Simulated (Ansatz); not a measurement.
Geometry optimisation, Ansatz 0.2.0, UKS B3LYP/6-31G*.

input.yaml

```yaml
crystal:
  periodic: [false, false, false]
  atoms:
    - { symbol: Si, position_ang: [0.0, 0.0, 0.0] }
    - { symbol: F, position_ang: [0.0, 0.0, 1.84] }
    - { symbol: H, position_ang: [1.3768, 0.0, -0.4862] }
    - { symbol: H, position_ang: [-0.6877, 1.1914, -0.4862] }
    - { symbol: H, position_ang: [-0.6877, -1.1914, -0.4862] }
    - { symbol: O, position_ang: [0.0, 0.0, 3.37] }
    - { symbol: H, position_ang: [-0.5144, -0.8011, 3.7071] }
magnetization:
  spin_polarized: true
  initial_magnetization: 1
basis:
  gaussian: { orbitals: "6-31G*" }
hamiltonian:
  xc: b3lyp
relax:
  f_tol: 0.15
  max_steps: 25
  restrain:
    - { distance: [1, 5], at: 2.43, k: 30.0 }
    - { distance: [0, 1], at: 1.59, k: 30.0 }
```

Run as:

```bash
$ ansatz run input.yaml --threads 1 --pin off --max-ram 2048MiB --backend cpu --events-out ev --progress --plain --runs-dir out
```

Q: Where does it end, and by what steps?

A: It converged. The restraints hold the end off the free minimum. After 16 steps the energy has fallen by 3.108 eV (the restraints' own energy left out); F2 moved furthest, 0.93 Å. The start is strongly strained (largest force component 11 eV/Å).

```tsv
step	energy less start (eV)	largest force component (eV/Å)	accepted
0	0.0000	11.100	yes
1	-2.4399	3.918	yes
2	-2.8432	2.586	yes
3	-3.0282	0.783	yes
4	-3.0489	0.548	yes
5	-3.0571	0.501	yes
6	-3.0621	0.518	yes
7	-3.0815	0.341	no
8	-3.0657	0.492	yes
9	-3.0731	0.416	yes
10	-3.0829	0.289	yes
11	-3.0860	0.426	yes
12	-3.1043	0.572	no
13	-3.0919	0.527	yes
14	-3.1025	0.440	yes
15	-3.1149	0.530	no
16	-3.1081	0.433	yes
```

```xyz
7
Properties=species:S:1:pos:R:3
Si -0.064 -0.110 0.033
F -0.432 -0.739 1.468
H 1.409 0.004 -0.093
H -0.700 1.223 -0.100
H -0.590 -1.027 -1.014
O 0.220 0.320 3.567
H -0.357 -0.473 3.598
```

Time of the run: 71 s on 1 thread of Arm Neoverse V2, on a shared host, peak memory 0.14 GiB.
